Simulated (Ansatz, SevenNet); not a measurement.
For 1T (CdI2-type) SnS₂, the machine-learned potential SevenNet-0 (trained on PBE and PBE+U data) gives:

- lattice parameter a: 3.713 Å
- lattice parameter c: 7.456 Å

### Question
What does HSE06 in Ansatz (PAW) give for the same quantities?

### Answer

- lattice constant a: 3.661 Å (drops by 1.4 %)
- lattice parameter c: 6.741 Å (drops by 9.6 %)

For comparison: lattice constant a 3.646 Å (measured, room temperature, not corrected to a static lattice, our sources range from 3.640 to 3.650; as tabulated in Lima et al. (2018), arXiv:1803.05430); lattice parameter c 5.893 Å (measured, room temperature, not corrected to a static lattice; as tabulated in Lima et al. (2018), arXiv:1803.05430).

Changes are worked out from the printed values.

Unless a cell is named, each level is at its own relaxed cell (SevenNet-0 29.67, HSE06 26.08 Å³/atom).

Caveats: the cell comes from a level without a dispersion term, which matters for the spacing of layers, chains or molecules (HSE06); the cell moved over 20 % in volume from its start (SevenNet-0). Ansatz's density-functional and Hartree–Fock values are scalar-relativistic unless marked +SOC, with PAW data made under PBE.

Ansatz is an electronic-structure program.
